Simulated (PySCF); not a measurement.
Two probes of the same atoms: core binding energy and nuclear shielding

Species: C₃H₇FN (charge +1).
Structure used (GFN2-xTB), in Å, numbered top down from 1:
```xyz
12
C3H7FN angstrom
N     -1.5355    0.1226   -0.4434
C     -0.4242    0.3737    0.5434
C      0.7187   -0.5419    0.2643
C      1.9099   -0.1105   -0.1279
F      2.8992   -0.9474   -0.3580
H     -2.3408    0.7354   -0.2611
H     -1.1993    0.2890   -1.4017
H     -1.8430   -0.8577   -0.3796
H     -0.8229    0.1960    1.5446
H     -0.1162    1.4167    0.4607
H      0.5642   -1.5999    0.4192
H      2.1911    0.9234   -0.2866
```

Binding energies: PySCF 2.14.0, delta-SCF UKS SCAN, pcX-2 on the ionised atom, pcseg-1 elsewhere, spin-free X2C. Shieldings: GIAO PBE0/pcSseg-1, non-relativistic, same geometry.

| atom | isotropic shielding (ppm) |
| --- | --- |
| C2 | 140.1 |
| C3 | 83.4 |
| C4 | 12.8 |

**Question.** What are the C 1s binding energies of these atoms?

**Answer.** 
| atom | environment | C 1s (eV) | isotropic shielding (ppm) |
| --- | --- | --- | --- |
| C3 | alkene CH carbon | 295.56 | 83.4 |
| C4 | vinylic C–F carbon | 297.77 | 12.8 |
| C2 | sp3 carbon bound to nitrogen | 298.25 | 140.1 |

**Question.** Among the listed atoms, is the one with the highest binding energy also the least shielded?

**Answer.** No. The highest binding energy is at C2 (298.25 eV, shielding 140.1 ppm), the lowest shielding at C4 (12.8 ppm, 297.77 eV).

By binding energy: C3 < C4 < C2. By shielding: C4 < C3 < C2.

The species carries charge +1, so core ionisation leaves charge +2. Geometry: GFN2-xTB, one conformer, isolated ion.
